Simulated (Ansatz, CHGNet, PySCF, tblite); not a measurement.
How well does each level of theory give the lattice constant a of zinc-blende GaSb?

Reference value: 6.096 Å (measured, 300 K, no zero-point or thermal correction; as tabulated in Vurgaftman et al. (2001), doi:10.1063/1.1368156).

Question: What do GFN2-xTB, CHGNet-r²SCAN, PBE, PBEsol-D3(BJ), r²SCAN-D4, Hartree–Fock, MP2 give, and how far is each from the reference?

Answer: 
| level (code) | value (Å) | difference (%) |
|---|---|---|
| GFN2-xTB (tblite) | 6.512 | +6.82 |
| CHGNet-r²SCAN | 6.124 | +0.46 |
| PBE (Ansatz) | 6.214 | +1.94 |
| PBEsol-D3(BJ) (Ansatz) | 6.041 | -0.90 |
| r²SCAN-D4 (Ansatz) | 6.105 | +0.15 |
| Hartree–Fock (Ansatz) | 6.224 | +2.10 |
| MP2 (PySCF) | 6.134 ± 0.02 | +0.62 |

The reference is not for a static lattice or low temperature, so close values are not ranked against it. Off by more than 1.25 %, or 1.75 % on the side where a correction would as a rule narrow the miss (bounds picked here): GFN2-xTB (+6.82 %), Hartree–Fock (+2.10 %), PBE (+1.94 %).

The measured value isn't corrected to a static lattice, so vibrations enter the comparison. A static lattice is as a rule a little smaller than the measured one.  A ± on a computed value is a rough bar: the spread of its extrapolation, a floor set from checks against published values, or a statistical error. GFN2-xTB: the method was fitted mainly to molecules. GFN2-xTB: the run uses a supercell at the zone centre in place of a k mesh. Cutoffs and k meshes differ between the levels. Ansatz's density-functional and Hartree–Fock values are scalar-relativistic unless marked +SOC, with PAW data made under PBE.

Machine-learned potentials (CHGNet-r²SCAN) are trained on DFT data: a solid inside that data is no test of them.

Differences are worked out from the printed values.

Ansatz is a quantum-chemistry and plane-wave program.
